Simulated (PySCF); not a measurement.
Gas-phase reaction: 2 BF + F₂ ⇌ 2 BF₂

Energies from PySCF (xtb for GFN2), thermal terms from the rigid-rotor harmonic-oscillator model, ideal gas at 1 bar. Table values come from the NASA 1993 polynomials. After a fit of one offset per element over all species, the range-separated, M06-2X, PBE0/def2-QZVP and CCSD(T)/def2-TZVPP enthalpies, where run, lie to one side of the table for BF₂ (+92 kJ/mol): a fault of the table's entry, another state or a shared error of the levels is possible; this was not checked at source. † marks an energy on the PBE0/def2-TZVP geometry and frequencies; other levels use their own. MP2 and CCSD(T) freeze the core. 6-31G* has spherical d functions here. Open shells (unrestricted): BF₂ (multiplicity 2); the rest are closed-shell singlets. GFN2 has no spin-polarisation term. B3LYP is the form with VWN-RPA correlation. For this reaction the table lies outside the span of B3LYP, CCSD(T), M06-2X, MP2, PBE0, r2SCAN, ωB97M-V, ωB97X-V in their largest bases here; which side is off was not settled. MP2 isn't extrapolated to the basis-set limit; its ΔH°(298 K) is -860.5 kJ in def2-SVP and -844.1 kJ in def2-TZVPP. CCSD(T) isn't extrapolated to the basis-set limit; its ΔH°(298 K) is -779.6 kJ in def2-SVP and -769.0 kJ in def2-TZVPP. The harmonic model lacks anharmonicity and excited electronic states, which grow with temperature; levels with a mode under 35 cm⁻¹ are left out. The table's entry may be an old estimate for BF, BF₂ (not checked at source).

| level | ΔH°(298 K), kJ | minus table | ΔG°(800 K), kJ |
|---|---|---|---|
| table | -948.1 | - | -859.2 |
| B3LYP/6-31G* | -803.5 | 144.6 | -713.6 |
| B3LYP/def2-TZVP† | -805.8 | 142.3 | -716.3 |
| CCSD(T)/def2-TZVPP† | -769.0 | 179.1 | -679.5 |
| GFN2-xTB | -715.1 | 233.0 | -626.8 |
| HF/6-31G* | -899.4 | 48.7 | -809.6 |
| MP2/def2-SVP† | -860.5 | 87.6 | -771.0 |
| PBE0/def2-QZVP† | -839.3 | 108.8 | -749.8 |
| PBE0/def2-TZVP | -838.1 | 110.0 | -748.7 |
| r2SCAN/def2-TZVP† | -862.0 | 86.1 | -772.5 |
| LDA/def2-TZVP† | -858.1 | 90.0 | -768.6 |
